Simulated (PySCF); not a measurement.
**Stretching AlB**

Set-up: PySCF, no relativity, basis sets Al def2-TZVP, B def2-TZVP. Energies in eV from Al + B in their ground configurations at the same level. State: ³Σ⁻ (triplet), unpaired electrons π ↑↑.

All columns are PBE0. A positive dipole means Al(−)B(+).

```
R (Å)  E (eV)  μ (D)  Mulliken charge on Al (basis-dependent)  HOMO (eV)  LUMO (eV)  Mayer bond order  ⟨S²⟩
1.745  -1.480  -1.39                                     0.03      -6.28      -3.18              1.94  2.37
1.826  -1.848  -1.47                                     0.05      -6.10      -3.26              1.91  2.33
1.907  -2.050  -1.57                                     0.08      -5.95      -3.33              1.87  2.29
1.968  -2.120  -1.64                                     0.10      -5.84      -3.38              1.83  2.25
2.029  -2.138  -1.72                                     0.12      -5.74      -3.41              1.78  2.21
2.090  -2.116  -1.81                                     0.13      -5.64      -3.44              1.73  2.17
2.171  -2.042  -1.94                                     0.15      -5.52      -3.46              1.66  2.12
2.272  -1.901  -2.11                                     0.17      -5.38      -3.47              1.57  2.08
2.394  -1.692  -2.32                                     0.19      -5.22      -3.46              1.47  2.05
2.557  -1.388  -2.58                                     0.21      -5.03      -3.43              1.36  2.03
```

A fit through these points gives, at Re = 2.023 Å, μ = -1.71 D and dμ/dR = -1.38 D/Å; the reduced mass is 7.819 u.

How strong is the fundamental in the double-harmonic approximation, I = 42.26·(dμ/dR)²/μred km/mol?

I = 42.26·(-1.38)²/7.819 = 10.3 km/mol at PBE0.

The state is the lowest determinant that a PBE0 search found; another state may lie lower at other levels.
